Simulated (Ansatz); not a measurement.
Reaction: SiH3F (fluorosilane, SMILES F[SiH3]) → SiH3 (SMILES [SiH3], doublet) + F (doublet) (the F-Si bond breaks)
Each species at its own B3LYP-D3(BJ)/def2-TZVP minimum (Ansatz, a first-principles code).

Wanted: bond dissociation energy (electronic), in kcal/mol. UHF or UKS for unpaired electrons; spin-orbit terms are left out. CBS(X,Y): correlation extrapolated as X^-3, Hartree-Fock from the larger set (Q,5: extrapolated as (X+1)exp(-9√X)). A bracket is a step between two methods taken in the basis named. Functionals run without relativity, which enters their misses. '+ core + X2C': CCSD(T) terms for core correlation (cc-pwCVTZ, 1s frozen past Ne) and scalar relativity (cc-pVTZ-DK).

CCSD(T)/CBS(cc-pV(Q+d)Z,cc-pV(5+d)Z) + [CCSDT(Q) - CCSD(T)]/cc-pV(T+d)Z + [CCSDTQ - CCSDT(Q)]/cc-pV(D+d)Z + core + X2C (Ansatz) gives 154.5 kcal/mol.

Problem. How far off this value is PBE/def2-TZVPD (Ansatz), in which direction, and which of these levels come nearer: B3LYP/def2-TZVPD, PBE0/def2-TZVPD, wB97M-V/def2-TZVPD, CCSD(T)/CBS(cc-pV(Q+d)Z,cc-pV(5+d)Z) + core + X2C?

Solution. PBE gives 150.4 kcal/mol, 4.1 kcal/mol below it. Differences of the others: B3LYP/def2-TZVPD (Ansatz) -5.7; PBE0/def2-TZVPD (Ansatz) -8.1; wB97M-V/def2-TZVPD (Ansatz) -1.6; CCSD(T)/CBS(cc-pV(Q+d)Z,cc-pV(5+d)Z) + core + X2C (Ansatz) 0.2 kcal/mol. Nearer than PBE: wB97M-V/def2-TZVPD, CCSD(T)/CBS(cc-pV(Q+d)Z,cc-pV(5+d)Z) + core + X2C.
